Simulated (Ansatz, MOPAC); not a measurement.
Gas-phase reaction in SMILES: F[C]F + 3 [H][H] (H2) → C (CH4) + 2 F (HF)

Wanted: energy of full hydrogenation (enthalpy at 298 K), in kcal/mol. Set-up: dispersion terms only where a functional's name holds one; no spin-orbit coupling; non-relativistic. First-principles rows: single points at B3LYP-D3(BJ) geometries (Ansatz, a program for electronic structure), with unscaled harmonic terms from B3LYP/6-31G* at its own minima. Semi-empirical rows: MOPAC heats of formation at their own minima for 298 K.

```tsv
species	coefficient	E at B3LYP/STO-3G (Ansatz), Eh	E at wB97M-V/def2-TZVPD (Ansatz), Eh	H(298 K) - E, kcal/mol	heat of formation at MNDO (MOPAC), kcal/mol
F[C]F	-1	-234.31884	-237.75548	6.84	-65.23
[H][H] (H2)	-3	-1.16533	-1.16077	8.44	0.72
C (CH4)	+1	-40.03875	-40.49098	30.76	-11.96
F (HF)	+2	-98.92058	-100.46200	7.76	-59.74
```

 1 Eh = 627.5095 kcal/mol.

Question: Work the quantity out at each level.

Answer: 
- B3LYP/STO-3G: the sum of coefficient times E is -0.06508 Eh, or -40.84 kcal/mol; the thermal terms add 14.12. Result: -26.7 kcal/mol.
- wB97M-V/def2-TZVPD: the sum of coefficient times E is -0.17719 Eh, or -111.19 kcal/mol; the thermal terms add 14.12. Result: -97.1 kcal/mol.
- MNDO: the sum of coefficient times heat of formation is -68.37 kcal/mol; it needs no thermal term.
